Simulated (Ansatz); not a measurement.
Ansatz (an electronic-structure program) input (B3LYP/6-31G*):

Ansatz 0.2 input:
```yaml
crystal:
  periodic: [false, false, false]
  atoms:
    - {symbol: C, position_ang: [-0.01391223, 1.10555582, 0.01242075]}
    - {symbol: S, position_ang: [0.00131840, -0.69162862, -0.00793970]}
    - {symbol: H, position_ang: [1.03361851, 1.42417014, 0.04011488]}
    - {symbol: H, position_ang: [-0.50619286, 1.49393861, 0.90330915]}
    - {symbol: H, position_ang: [-0.46504668, 1.51461421, -0.89091335]}
basis:
  gaussian:
    orbitals: 6-31G*
hamiltonian:
  xc: {name: B3LYP}
magnetization: {spin_polarized: true, initial_magnetization: 1}
relax: {f_tol: 0.003, max_steps: 120}
```

Output:

```
Functional definition: B3LYP
integrals: 0.01 GiB planned
438 factors; integrals over basis functions are off by at most 4.3e-4 eV
mean field: 0.12 GiB planned
mean field evaluation 1: about -11917.7528 eV, gradient 2.3e1 eV
mean field evaluation 2: about -11916.3746 eV, gradient 2.7e1 eV
mean field evaluation 4: about -11920.2043 eV, gradient 4.7e-1 eV
mean field evaluation 8: about -11920.2086 eV, gradient 2.1e-2 eV
mean field evaluation 16: about -11920.2086 eV, gradient 7.6e-5 eV
mean field -11920.20862955 eV, -438.0595873284 hartree, gradient 7.3e-6 eV, S^2 0.752476; 1 other end points of the search recorded, 0 dependent functions left out
the calculation of the forces begins
reference -11920.20879423 eV, -438.0595933802 hartree; 13, 12 occupied and 27, 28 virtual orbitals, 438 factors
relax step   1: F+E_penalty+E_count = -11920.20862955 eV  Δ(F+E_penalty+E_count) = +0.000e0 eV  max|allowed force component| = 3.336e-1 eV/Å  Δτ_max = 0.0000 Å  (66 SCF iters, accepted)
these checks for a lower state are left out or cut short: starts, cluster_reference, orbital_swaps, neighbouring_geometries, increment
integrals: 0.01 GiB planned
438 factors; integrals over basis functions are off by at most 4.3e-4 eV
mean field: 0.12 GiB planned
mean field evaluation 32: about -11920.2115 eV, gradient 3.5e-4 eV
mean field -11920.21152365 eV, -438.0596936845 hartree, gradient 5.5e-6 eV, S^2 0.752484; 0 other end points of the search recorded, 0 dependent functions left out
the calculation of the forces begins
reference -11920.21168848 eV, -438.0596997419 hartree; 13, 12 occupied and 27, 28 virtual orbitals, 438 factors
relax step   2: F+E_penalty+E_count = -11920.21152365 eV  Δ(F+E_penalty+E_count) = -2.894e-3 eV  max|allowed force component| = 1.450e-1 eV/Å  Δτ_max = 0.0093 Å  (44 SCF iters, accepted)
these checks for a lower state are left out or cut short: starts, cluster_reference, orbital_swaps, neighbouring_geometries, increment
integrals: 0.01 GiB planned
438 factors; integrals over basis functions are off by at most 4.3e-4 eV
mean field: 0.12 GiB planned
mean field -11920.21211447 eV, -438.0597153969 hartree, gradient 4.0e-6 eV, S^2 0.752489; 0 other end points of the search recorded, 0 dependent functions left out
the calculation of the forces begins
reference -11920.21227940 eV, -438.0597214580 hartree; 13, 12 occupied and 27, 28 virtual orbitals, 438 factors
relax step   3: F+E_penalty+E_count = -11920.21211447 eV  Δ(F+E_penalty+E_count) = -5.908e-4 eV  max|allowed force component| = 5.751e-2 eV/Å  Δτ_max = 0.0048 Å  (44 SCF iters, accepted)
these checks for a lower state are left out or cut short: starts, cluster_reference, orbital_swaps, neighbouring_geometries, increment
integrals: 0.01 GiB planned
438 factors; integrals over basis functions are off by at most 4.3e-4 eV
mean field: 0.12 GiB planned
mean field -11920.21216639 eV, -438.0597173048 hartree, gradient 3.1e-6 eV, S^2 0.752489; 0 other end points of the search recorded, 0 dependent functions left out
the calculation of the forces begins
reference -11920.21233134 eV, -438.0597233665 hartree; 13, 12 occupied and 27, 28 virtual orbitals, 438 factors
relax step   4: F+E_penalty+E_count = -11920.21216639 eV  Δ(F+E_penalty+E_count) = -5.192e-5 eV  max|allowed force component| = 1.430e-2 eV/Å  Δτ_max = 0.0012 Å  (40 SCF iters, accepted)
these checks for a lower state are left out or cut short: starts, cluster_reference, orbital_swaps, neighbouring_geometries, increment
integrals: 0.01 GiB planned
438 factors; integrals over basis functions are off by at most 4.3e-4 eV
mean field: 0.12 GiB planned
mean field evaluation 64: about -11920.2121 eV, gradient 1.2e-4 eV
mean field -11920.21209861 eV, -438.0597148139 hartree, gradient 7.9e-6 eV, S^2 0.752490; 0 other end points of the search recorded, 0 dependent functions left out
the calculation of the forces begins
reference -11920.21226351 eV, -438.0597208738 hartree; 13, 12 occupied and 27, 28 virtual orbitals, 438 factors
relax step   5: F+E_penalty+E_count = -11920.21209861 eV  Δ(F+E_penalty+E_count) = +6.778e-5 eV  max|allowed force component| = 4.219e-2 eV/Å  Δτ_max = 0.0024 Å  (45 SCF iters, rejected (line search))
these checks for a lower state are left out or cut short: starts, cluster_reference, orbital_swaps, neighbouring_geometries, increment
integrals: 0.01 GiB planned
438 factors; integrals over basis functions are off by at most 4.3e-4 eV
mean field: 0.12 GiB planned
mean field -11920.21217018 eV, -438.0597174439 hartree, gradient 6.4e-6 eV, S^2 0.752489; 0 other end points of the search recorded, 0 dependent functions left out
the calculation of the forces begins
reference -11920.21233513 eV, -438.0597235057 hartree; 13, 12 occupied and 27, 28 virtual orbitals, 438 factors
relax step   6: F+E_penalty+E_count = -11920.21217018 eV  Δ(F+E_penalty+E_count) = -3.787e-6 eV  max|allowed force component| = 3.758e-4 eV/Å  Δτ_max = 0.0004 Å  (39 SCF iters, accepted)
integrals: 0.01 GiB planned
438 factors; integrals over basis functions are off by at most 4.3e-4 eV
mean field: 0.12 GiB planned
mean field evaluation 96: about -11920.2122 eV, gradient 6.1e-6 eV
mean field -11920.21217018 eV, -438.0597174439 hartree, gradient 6.4e-6 eV, S^2 0.752489; 2 other end points of the search recorded, 0 dependent functions left out
the calculation of the forces begins
reference -11920.21233513 eV, -438.0597235057 hartree; 13, 12 occupied and 27, 28 virtual orbitals, 438 factors
Total energy: -11920.21233513 eV, -438.0597235057 hartree
Atom 0 at    -0.012004     1.106532     0.012476 Å, force    -0.000205     0.000249    -0.000002 eV/Å
Atom 1 at    -0.000781    -0.706062    -0.008154 Å, force     0.000013     0.000376     0.000005 eV/Å
Atom 2 at     1.037545     1.430822     0.040282 Å, force    -0.000086    -0.000158    -0.000004 eV/Å
Atom 3 at    -0.508104     1.497319     0.905200 Å, force     0.000145    -0.000230    -0.000261 eV/Å
Atom 4 at    -0.466871     1.518039    -0.892811 Å, force     0.000133    -0.000236     0.000262 eV/Å
Dipole moment:     0.017195     0.373196     0.004695 e Å
```

The geometry given is a B3LYP-D3(BJ)/def2-TZVP minimum.
